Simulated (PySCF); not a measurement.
H₂P, SMILES [PH2], multiplicity 2.

Geometry optimised at PBE-D3(BJ)/def2-TZVPD. The isomer is the one that the SMILES or the coordinates give; other isomers of the formula were not compared.

The numbers are results of PySCF with PBE-D3(BJ)/def2-TZVPD, not measurements.

Frequencies are harmonic and unscaled.

| mode | ν (cm⁻¹) | IR (km/mol) | moving atoms (share of kinetic energy) |
|---|---|---|---|
| 1 | 1077 | 14.1 | H 97 % |
| 2 | 2306 | 48.9 | H 97 % |
| 3 | 2318 | 56.4 | H 97 % |
